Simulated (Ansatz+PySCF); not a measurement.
# doublet NO₂: levels of theory in one basis

```xyz
3

N     0.0000    0.0000   -0.2896
O     0.0000    1.0055    0.1267
O     0.0000   -1.0055    0.1267
```

Basis set: def2-SVP (spherical functions). Left uncorrelated: 3 orbitals. Correlation on ROHF uses semicanonical orbitals with singles. Charge 0, multiplicity 2.

Computed with Ansatz (development build ahead of 0.2.0); each method stands on the lowest determinant of its kind that the runs found. NEVPT2 correlates all electrons. Active spaces start from the frontier orbitals, and the lowest solution found is given.

```tsv
method	E − E(ROHF) (eV)	<S²> of the determinant
ROHF	0.00	0.75
UHF	-0.17	0.76
UHF-MP2	-13.89	0.76
ROHF-CCSD	-13.87	–
UHF-CCSD	-13.88	0.76
ROHF-CCSD(T)	-14.37	–
UHF-CCSD(T)	-14.36	0.76
CASSCF(11,9)	-3.64	–
SC-NEVPT2(11,9)	-13.42	–
```

Problem. What does ROHF-MP2 give on the same scale?

Solution. -13.99 eV.

Problem. Is a single determinant a sound starting point here?

Solution. By this sign, yes. Unrestricted orbitals gain 0.17 eV and <S²> is 0.76 against 0.75 for a pure state. The CASSCF(11,9) natural occupations are 1.99, 1.98, 1.98, 1.97, 1.95, 1.02, 0.07, 0.02, 0.01.
